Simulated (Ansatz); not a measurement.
**TaSi2 (P6_222)**

All numbers below come from DFT r2SCAN, scalar-relativistic, plane waves, PAW in Ansatz 0.2.0.

Settings: cutoff 500 eV, Γ-centred mesh 12×12×6 on the computed 9-atom cell, Gaussian smearing of 0.10 eV; no spin polarisation.

The structure is relaxed at this level of theory with its symmetry kept. Whether it is the stable form of this composition wasn't checked.

Space group P6_222 (No. 180). a = 4.780 Å, b = 4.780 Å, c = 6.555 Å, α = 90.00°, β = 90.00°, γ = 120.00°
```tsv
atom	site	symmetry	x	y	z
Ta	3d	222	0.5000	0.0000	0.5000
Si	6j	..2	0.1583	0.3166	0.5000
```

```json
{
  "Space group": "P6_222 (No. 180)",
  "Volume per atom": "14.41 Å³",
  "Formation energy from the elements' standard states (uncorrected)": "-0.460 eV/atom",
  "Generalised Kohn–Sham band gap": "none (metal)",
  "Density of states at the Fermi level": "2.89 states/eV per cell",
  "Löwdin character within 0.5 eV of the Fermi level": "Ta 5d 68 %, Si 3p 22 %, unprojected 5 %",
  "Bulk modulus": "194 GPa",
  "Its pressure derivative": "4.3",
  "Bader charges (e)": "Ta (3 in the cell) 0.95, Si (6 in the cell) -0.48"
}
```

Spin-orbit coupling is left out, which matters for the bands of heavy elements.

Cost: 6 runs of about 55 core-minutes in all, on Intel Xeon Processor @ 2.50GHz (Skylake/Cascade Lake) (shared hosts).